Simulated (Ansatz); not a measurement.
# CHBSi (triplet): wB97M-V, B2PLYP, RPA-PBE over vertical spin and charge gaps and displaced geometries, cc-pVDZ, part 2 of 2

Ansatz 0.2.0, Gaussian basis; cc-pVDZ, all electrons in the functionals, frozen cores in the correlation of double hybrids and RPA. Earlier steps stand in the parts before.

### 13 B2PLYP, charge 1, quartet

Contents of in.yaml:

```yaml
crystal:
  periodic: [false, false, false]
  atoms:
    - {symbol: B, position_ang: [0.000000, -0.905839, 0.967609]}
    - {symbol: C, position_ang: [0.000000, 0.561227, 0.868427]}
    - {symbol: Si, position_ang: [0.000000, 0.061485, -0.802988]}
    - {symbol: H, position_ang: [0.000000, 1.315005, 1.647998]}
basis:
  gaussian: {orbitals: cc-pVDZ}
total_charge: 1
magnetization: {spin_polarized: true, initial_magnetization: 3}
hamiltonian: {xc: {name: B2PLYP}}
correlation: {electrons: outside_noble_gas}
```

On the command line:

```sh
> ansatz run in.yaml --threads 1 --pin off --events-out ev --progress --plain --max-ram 2393MiB
```

Standard output, cut to the lines that bear on the results:

```text
Functional definition: B2PLYP
  name "B2PLYP"
  cite "Grimme, J. Chem. Phys. 124, 034108 (2006) doi:10.1063/1.2148954"
  cite "Becke, Phys. Rev. A 38, 3098 (1988) doi:10.1103/PhysRevA.38.3098"
  cite "Lee, Yang & Parr, Phys. Rev. B 37, 785 (1988) doi:10.1103/PhysRevB.37.785"
[...]
494 factors; integrals over basis functions are off by at most 9.4e-4 eV
[...]
mean field -9584.70251003 eV, -352.2313204989 hartree, gradient 1.5e-6 eV, S^2 3.767543; 5 other end points of the search recorded, 0 dependent functions left out
7 core orbitals not correlated: weight in the atoms' cores, before any rotation towards them, 1.000 or more for the frozen orbitals, at most 0.000 for the correlated occupied ones
reference -9584.70263699 eV, -352.2313251647 hartree; 7, 4 occupied and 37, 40 virtual orbitals, 494 factors
second order -7.10008096 eV of doubles, -0.00000000 eV of singles
Total energy: -9586.61965885 eV, -352.3017744186 hartree
```

Run time: 6.5 s. Hardware: 1 thread of Arm Neoverse V2, shared host.

From the report: ⟨S²⟩ of the determinant 3.768 (pure quartet: 3.75).

From charge 0, triplet: +989.2 kJ/mol.

### 14 B2PLYP, displaced geometry v1

Contents of in.yaml:

```yaml
crystal:
  periodic: [false, false, false]
  atoms:
    - {symbol: B, position_ang: [-0.024224, -0.925076, 0.999742]}
    - {symbol: C, position_ang: [-0.025057, 0.525848, 0.889406]}
    - {symbol: Si, position_ang: [0.022907, 0.085416, -0.824622]}
    - {symbol: H, position_ang: [-0.079870, 1.276121, 1.656167]}
basis:
  gaussian: {orbitals: cc-pVDZ}
magnetization: {spin_polarized: true, initial_magnetization: 2}
hamiltonian: {xc: {name: B2PLYP}}
correlation: {electrons: outside_noble_gas}
```

The command is unchanged.

Standard output, cut to the lines that bear on the results:

```text
Functional definition: B2PLYP
  name "B2PLYP"
  cite "Grimme, J. Chem. Phys. 124, 034108 (2006) doi:10.1063/1.2148954"
  cite "Becke, Phys. Rev. A 38, 3098 (1988) doi:10.1103/PhysRevA.38.3098"
  cite "Lee, Yang & Parr, Phys. Rev. B 37, 785 (1988) doi:10.1103/PhysRevB.37.785"
[...]
494 factors; integrals over basis functions are off by at most 8.9e-4 eV
[...]
mean field -9594.40501634 eV, -352.5878810292 hartree, gradient 4.4e-6 eV, S^2 2.018366; 0 other end points of the search recorded, 0 dependent functions left out
7 core orbitals not correlated: weight in the atoms' cores, before any rotation towards them, 1.000 or more for the frozen orbitals, at most 0.000 for the correlated occupied ones
reference -9594.40513701 eV, -352.5878854637 hartree; 7, 5 occupied and 37, 39 virtual orbitals, 494 factors
second order -9.13666714 eV of doubles, -0.00000000 eV of singles
Total energy: -9596.87203714 eV, -352.6785423713 hartree
```

Run time: 1.7 s. Hardware: 1 thread of Arm Neoverse V2, shared host.

From the report: ⟨S²⟩ of the determinant 2.018 (pure triplet: 2.00).

From charge 0, triplet: 0.0 kJ/mol.

### 15 B2PLYP, displaced geometry v2

Contents of in.yaml:

```yaml
crystal:
  periodic: [false, false, false]
  atoms:
    - {symbol: B, position_ang: [0.085988, -0.893225, 0.962660]}
    - {symbol: C, position_ang: [-0.078886, 0.582215, 0.875072]}
    - {symbol: Si, position_ang: [-0.002266, 0.050049, -0.804523]}
    - {symbol: H, position_ang: [0.080843, 1.248299, 1.664677]}
basis:
  gaussian: {orbitals: cc-pVDZ}
magnetization: {spin_polarized: true, initial_magnetization: 2}
hamiltonian: {xc: {name: B2PLYP}}
correlation: {electrons: outside_noble_gas}
```

Same command.

Standard output, cut to the lines that bear on the results:

```text
Functional definition: B2PLYP
  name "B2PLYP"
  cite "Grimme, J. Chem. Phys. 124, 034108 (2006) doi:10.1063/1.2148954"
  cite "Becke, Phys. Rev. A 38, 3098 (1988) doi:10.1103/PhysRevA.38.3098"
  cite "Lee, Yang & Parr, Phys. Rev. B 37, 785 (1988) doi:10.1103/PhysRevB.37.785"
[...]
493 factors; integrals over basis functions are off by at most 9.6e-4 eV
[...]
mean field -9594.29551848 eV, -352.5838570571 hartree, gradient 6.4e-6 eV, S^2 2.020075; 0 other end points of the search recorded, 0 dependent functions left out
7 core orbitals not correlated: weight in the atoms' cores, before any rotation towards them, 1.000 or more for the frozen orbitals, at most 0.000 for the correlated occupied ones
reference -9594.29563934 eV, -352.5838614987 hartree; 7, 5 occupied and 37, 39 virtual orbitals, 493 factors
second order -9.21955259 eV of doubles, -0.00000000 eV of singles
Total energy: -9596.78491854 eV, -352.6753408219 hartree
```

Run time: 1.9 s. Hardware: 1 thread of Arm Neoverse V2, shared host.

From the report: ⟨S²⟩ of the determinant 2.020 (pure triplet: 2.00).

From charge 0, triplet: +8.4 kJ/mol.

### 16 RPA-PBE, charge 0, triplet

Contents of in.yaml:

```yaml
crystal:
  periodic: [false, false, false]
  atoms:
    - {symbol: B, position_ang: [0.000000, -0.905839, 0.967609]}
    - {symbol: C, position_ang: [0.000000, 0.561227, 0.868427]}
    - {symbol: Si, position_ang: [0.000000, 0.061485, -0.802988]}
    - {symbol: H, position_ang: [0.000000, 1.315005, 1.647998]}
basis:
  gaussian: {orbitals: cc-pVDZ}
magnetization: {spin_polarized: true, initial_magnetization: 2}
hamiltonian: {xc: {name: PBE}}
correlation: {method: rpa, electrons: outside_noble_gas}
```

The command is unchanged.

Standard output, cut to the lines that bear on the results:

```text
Functional definition: PBE
  name "PBE"
  cite "Perdew, Burke & Ernzerhof, Phys. Rev. Lett. 77, 3865 (1996) doi:10.1103/PhysRevLett.77.3865"
  parent pbe
[...]
494 factors; integrals over basis functions are off by at most 9.4e-4 eV
[...]
mean field -9595.83429481 eV, -352.6404060441 hartree, gradient 8.9e-7 eV, S^2 2.009009; 0 other end points of the search recorded, 0 dependent functions left out
7 core orbitals not correlated: weight in the atoms' cores, before any rotation towards them, 1.000 or more for the frozen orbitals, at most 0.000 for the correlated occupied ones
reference -9575.45073829 eV, -351.8913241584 hartree; 7, 5 occupied and 37, 39 virtual orbitals, 494 factors
Total energy: -9587.87518385 eV, -352.3479141114 hartree
```

Wall time 1.7 s (1 thread of Arm Neoverse V2, shared host).

From the report: ⟨S²⟩ of the determinant 2.009 (pure triplet: 2.00).

### 17 RPA-PBE, charge 0, singlet

Edit in.yaml of step 16 so:

```diff
@@ -9,3 +9,3 @@
   gaussian: {orbitals: cc-pVDZ}
-magnetization: {spin_polarized: true, initial_magnetization: 2}
+magnetization: {spin_polarized: true, initial_magnetization: 0}
 hamiltonian: {xc: {name: PBE}}
```

Launched as before.

Standard output, cut to the lines that bear on the results:

```text
Functional definition: PBE
  name "PBE"
  cite "Perdew, Burke & Ernzerhof, Phys. Rev. Lett. 77, 3865 (1996) doi:10.1103/PhysRevLett.77.3865"
  parent pbe
[...]
494 factors; integrals over basis functions are off by at most 9.4e-4 eV
[...]
mean field -9595.93269441 eV, -352.6440221628 hartree, gradient 3.0e-6 eV, S^2 0.631918; 8 other end points of the search recorded, 0 dependent functions left out
7 core orbitals not correlated: weight in the atoms' cores, before any rotation towards them, 1.000 or more for the frozen orbitals, at most 0.000 for the correlated occupied ones
reference -9575.35814813 eV, -351.8879215330 hartree; 6, 6 occupied and 38, 38 virtual orbitals, 494 factors
Total energy: -9588.04501287 eV, -352.3541552126 hartree
```

Run time: 6.5 s. Hardware: 1 thread of Arm Neoverse V2, shared host.

From the report: ⟨S²⟩ of the determinant 0.632 (pure singlet: 0.00). The determinant is far from a pure spin state, so its energy mixes those of several spin states (harmless only where they are near-degenerate, as at dissociation).

From charge 0, triplet: -16.4 kJ/mol.

### 18 RPA-PBE, charge 0, quintet

Edit in.yaml of step 17 so:

```diff
@@ -9,3 +9,3 @@
   gaussian: {orbitals: cc-pVDZ}
-magnetization: {spin_polarized: true, initial_magnetization: 0}
+magnetization: {spin_polarized: true, initial_magnetization: 4}
 hamiltonian: {xc: {name: PBE}}
```

Same command.

Standard output, cut to the lines that bear on the results:

```text
Functional definition: PBE
  name "PBE"
  cite "Perdew, Burke & Ernzerhof, Phys. Rev. Lett. 77, 3865 (1996) doi:10.1103/PhysRevLett.77.3865"
  parent pbe
[...]
494 factors; integrals over basis functions are off by at most 9.4e-4 eV
[...]
mean field -9591.99982222 eV, -352.4994917755 hartree, gradient 7.7e-6 eV, S^2 6.007813; 10 other end points of the search recorded, 0 dependent functions left out
7 core orbitals not correlated: weight in the atoms' cores, before any rotation towards them, 1.000 or more for the frozen orbitals, at most 0.000 for the correlated occupied ones
reference -9572.25553753 eV, -351.7739026963 hartree; 8, 4 occupied and 36, 40 virtual orbitals, 494 factors
Total energy: -9583.90937369 eV, -352.2021732761 hartree
```

Wall time 8.5 s (1 thread of Arm Neoverse V2, shared host).

From the report: ⟨S²⟩ of the determinant 6.008 (pure quintet: 6.00).

From charge 0, triplet: +382.6 kJ/mol.

### 19 RPA-PBE, charge 1, doublet

Edit in.yaml of step 18 so:

```diff
@@ -9,3 +9,4 @@
   gaussian: {orbitals: cc-pVDZ}
-magnetization: {spin_polarized: true, initial_magnetization: 4}
+total_charge: 1
+magnetization: {spin_polarized: true, initial_magnetization: 1}
 hamiltonian: {xc: {name: PBE}}
```

The command is unchanged.

Standard output, cut to the lines that bear on the results:

```text
Functional definition: PBE
  name "PBE"
  cite "Perdew, Burke & Ernzerhof, Phys. Rev. Lett. 77, 3865 (1996) doi:10.1103/PhysRevLett.77.3865"
  parent pbe
[...]
494 factors; integrals over basis functions are off by at most 9.4e-4 eV
[...]
mean field -9587.48038599 eV, -352.3334055576 hartree, gradient 5.2e-6 eV, S^2 0.786786; 4 other end points of the search recorded, 0 dependent functions left out
7 core orbitals not correlated: weight in the atoms' cores, before any rotation towards them, 1.000 or more for the frozen orbitals, at most 0.000 for the correlated occupied ones
reference -9567.34498329 eV, -351.5934431565 hartree; 6, 5 occupied and 38, 39 virtual orbitals, 494 factors
Total energy: -9579.66048246 eV, -352.0460294034 hartree
```

Wall time 3.1 s (1 thread of Arm Neoverse V2, shared host).

From the report: ⟨S²⟩ of the determinant 0.787 (pure doublet: 0.75).

From charge 0, triplet: +792.6 kJ/mol.

### 20 RPA-PBE, charge 1, quartet

Edit in.yaml of step 19 so:

```diff
@@ -10,3 +10,3 @@
 total_charge: 1
-magnetization: {spin_polarized: true, initial_magnetization: 1}
+magnetization: {spin_polarized: true, initial_magnetization: 3}
 hamiltonian: {xc: {name: PBE}}
```

Launched as before.

Standard output, cut to the lines that bear on the results:

```text
Functional definition: PBE
  name "PBE"
  cite "Perdew, Burke & Ernzerhof, Phys. Rev. Lett. 77, 3865 (1996) doi:10.1103/PhysRevLett.77.3865"
  parent pbe
[...]
494 factors; integrals over basis functions are off by at most 9.4e-4 eV
[...]
mean field -9585.66736425 eV, -352.2667782376 hartree, gradient 4.1e-6 eV, S^2 3.759194; 8 other end points of the search recorded, 0 dependent functions left out
7 core orbitals not correlated: weight in the atoms' cores, before any rotation towards them, 1.000 or more for the frozen orbitals, at most 0.000 for the correlated occupied ones
reference -9566.33920772 eV, -351.5564815862 hartree; 7, 4 occupied and 37, 40 virtual orbitals, 494 factors
Total energy: -9577.65097578 eV, -351.9721813949 hartree
```

It took 7 s on 1 thread of Arm Neoverse V2, shared host.

From the report: ⟨S²⟩ of the determinant 3.759 (pure quartet: 3.75).

From charge 0, triplet: +986.5 kJ/mol.

### 21 RPA-PBE, displaced geometry v1

Contents of in.yaml:

```yaml
crystal:
  periodic: [false, false, false]
  atoms:
    - {symbol: B, position_ang: [-0.024224, -0.925076, 0.999742]}
    - {symbol: C, position_ang: [-0.025057, 0.525848, 0.889406]}
    - {symbol: Si, position_ang: [0.022907, 0.085416, -0.824622]}
    - {symbol: H, position_ang: [-0.079870, 1.276121, 1.656167]}
basis:
  gaussian: {orbitals: cc-pVDZ}
magnetization: {spin_polarized: true, initial_magnetization: 2}
hamiltonian: {xc: {name: PBE}}
correlation: {method: rpa, electrons: outside_noble_gas}
```

Launched as before.

Standard output, cut to the lines that bear on the results:

```text
Functional definition: PBE
  name "PBE"
  cite "Perdew, Burke & Ernzerhof, Phys. Rev. Lett. 77, 3865 (1996) doi:10.1103/PhysRevLett.77.3865"
  parent pbe
[...]
494 factors; integrals over basis functions are off by at most 8.9e-4 eV
[...]
mean field -9595.83174136 eV, -352.6403122065 hartree, gradient 9.5e-7 eV, S^2 2.008967; 0 other end points of the search recorded, 0 dependent functions left out
7 core orbitals not correlated: weight in the atoms' cores, before any rotation towards them, 1.000 or more for the frozen orbitals, at most 0.000 for the correlated occupied ones
reference -9575.47565830 eV, -351.8922399521 hartree; 7, 5 occupied and 37, 39 virtual orbitals, 494 factors
Total energy: -9587.88906250 eV, -352.3484241422 hartree
```

Run time: 1.6 s. Hardware: 1 thread of Arm Neoverse V2, shared host.

From the report: ⟨S²⟩ of the determinant 2.009 (pure triplet: 2.00).

From charge 0, triplet: -1.3 kJ/mol.

### 22 RPA-PBE, displaced geometry v2

Contents of in.yaml:

```yaml
crystal:
  periodic: [false, false, false]
  atoms:
    - {symbol: B, position_ang: [0.085988, -0.893225, 0.962660]}
    - {symbol: C, position_ang: [-0.078886, 0.582215, 0.875072]}
    - {symbol: Si, position_ang: [-0.002266, 0.050049, -0.804523]}
    - {symbol: H, position_ang: [0.080843, 1.248299, 1.664677]}
basis:
  gaussian: {orbitals: cc-pVDZ}
magnetization: {spin_polarized: true, initial_magnetization: 2}
hamiltonian: {xc: {name: PBE}}
correlation: {method: rpa, electrons: outside_noble_gas}
```

Launched as before.

Standard output, cut to the lines that bear on the results:

```text
Functional definition: PBE
  name "PBE"
  cite "Perdew, Burke & Ernzerhof, Phys. Rev. Lett. 77, 3865 (1996) doi:10.1103/PhysRevLett.77.3865"
  parent pbe
[...]
493 factors; integrals over basis functions are off by at most 9.6e-4 eV
[...]
mean field -9595.74443266 eV, -352.6371036709 hartree, gradient 4.3e-6 eV, S^2 2.009069; 0 other end points of the search recorded, 0 dependent functions left out
7 core orbitals not correlated: weight in the atoms' cores, before any rotation towards them, 1.000 or more for the frozen orbitals, at most 0.000 for the correlated occupied ones
reference -9575.34498728 eV, -351.8874378805 hartree; 7, 5 occupied and 37, 39 virtual orbitals, 493 factors
Total energy: -9587.79126369 eV, -352.3448301023 hartree
```

Wall time 1.7 s (1 thread of Arm Neoverse V2, shared host).

From the report: ⟨S²⟩ of the determinant 2.009 (pure triplet: 2.00).

From charge 0, triplet: +8.1 kJ/mol.

### 23 The comparison

The yardstick is UCCSDT(Q), where the cluster series has nearly closed. It comes from earlier runs at the same points. Energies in kJ/mol, counted from charge 0, triplet; blanks weren't run or aren't comparable.

```csv
level,triplet to singlet,triplet to quintet,ionisation to the doublet cation,ionisation to the quartet cation,displacement v1,displacement v2
UCCSDT(Q),-11.2,373.7,785.3,969.1,-1.0,8.0
wB97M-V,-26.3,403.3,787.1,980.5,0.4,9.2
B2PLYP,-11.0,400.5,796.4,989.2,0.0,8.4
RPA-PBE,-16.4,382.6,792.6,986.5,-1.3,8.1
```

Largest miss and mean time a point (UCCSDT(Q) took 58 s a point; shared hosts):

```csv
level,largest miss (kJ/mol),where,time a point
wB97M-V,+29.6,triplet to quintet,13 s
B2PLYP,+26.8,triplet to quintet,4 s
RPA-PBE,+17.4,ionisation to the quartet cation,4.3 s
```

### 24 What came out

The summary covers parts 1 to 2.

| quantity | value |
| --- | --- |
| triplet to singlet, UCCSDT(Q) | -11.2 kJ/mol |
| triplet to quintet, UCCSDT(Q) | 373.7 kJ/mol |
| ionisation to the doublet cation, UCCSDT(Q) | 785.3 kJ/mol |
| ionisation to the quartet cation, UCCSDT(Q) | 969.1 kJ/mol |
| displacement v1, UCCSDT(Q) | -1.0 kJ/mol |
| displacement v2, UCCSDT(Q) | 8.0 kJ/mol |
| largest miss, wB97M-V | +29.6 kJ/mol (triplet to quintet) |
| largest miss, B2PLYP | +26.8 kJ/mol (triplet to quintet) |
| largest miss, RPA-PBE | +17.4 kJ/mol (ionisation to the quartet cation) |

What this shows: Of the functionals, RPA-PBE keep the smallest largest miss at the points compared (at most 17.4 kJ/mol) and wB97M-V strays most (29.6 kJ/mol, at triplet to quintet). B2PLYP, RPA-PBE clearly break the spin symmetry at some points (⟨S²⟩ up to 0.71 above the pure value), so energy there is bought with a mixed spin. Functionals and the yardstick converge differently with the basis, so part of each miss in cc-pVDZ is the basis.
